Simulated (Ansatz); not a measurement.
# AlH₃O, SMILES [OH][AlH2]: a relaxed scan of one distance

Run with Ansatz's Python interface.

Script `relaxed_scan.py`:
```python
# -*- coding: utf-8 -*-
"""One bond of AlH3O held at set lengths while the rest relaxes."""

import warnings

import ansatz as az
import numpy as np

warnings.simplefilter("ignore", az.DeckWarning)

alh3o = (
    az.Crystal.molecule()
    .atom("O", [0.978, -1.0187, 0.3263])
    .atom("Al", [-0.1572, 0.3724, -0.2973])
    .atom("H", [0.4059, -1.3538, 1.0713])
    .atom("H", [-1.1865, 0.08, -1.4096])
    .atom("H", [0.0098, 1.8465, 0.2678])
)

model = alh3o.calculation()
model = model.basis(gaussian="def2-SVP")
model = model.functional("hf")
symbols = [site.symbol for site in alh3o.cartesian_sites]
pairs = [(0, 1), (0, 2), (1, 3), (1, 4)]
print("held (A)   E (eV)        ", "  ".join(f"{symbols[i]}{i}-{symbols[j]}{j}" for i, j in pairs))
for length in [0.92, 1.0, 1.08, 1.2, 1.35]:
    rep = model.relax(constraints=[az.DistanceConstraint((0, 2), at=length)], force_tolerance=0.02, max_steps=60).run(threads=1).report
    xyz = np.array(rep["positions_ang"])
    print(f"{length:6.2f} {rep['free_energy_ev']:14.5f}  ", "  ".join(f"{np.linalg.norm(xyz[i] - xyz[j]):.3f}" for i, j in pairs))
```

Output of `python relaxed_scan.py`:
```text
held (A)   E (eV)         O0-Al1  O0-H2  Al1-H3  Al1-H4
  0.92    -8664.85414   1.687  0.920  1.578  1.571
  1.00    -8664.77053   1.692  1.000  1.578  1.571
  1.08    -8664.41861   1.698  1.080  1.578  1.571
  1.20    -8663.64302   1.703  1.200  1.578  1.571
  1.35    -8662.53827   1.709  1.350  1.578  1.573
```

Caveats:
- Total energies depend on the basis set; only differences at equal settings carry meaning.
- The energies are electronic: no zero-point or thermal terms, and the basis set is short of its limit.
- The script silences the warnings on its input, which a real study should read.
- Run time: 17 s on 1 thread of Arm Neoverse V2, with other jobs on the host, peak memory 0.17 GiB.

(A comment or docstring line of the script was reworded after the run, the code is as it ran; lines on the test bed's own set-up are left out of the output.)
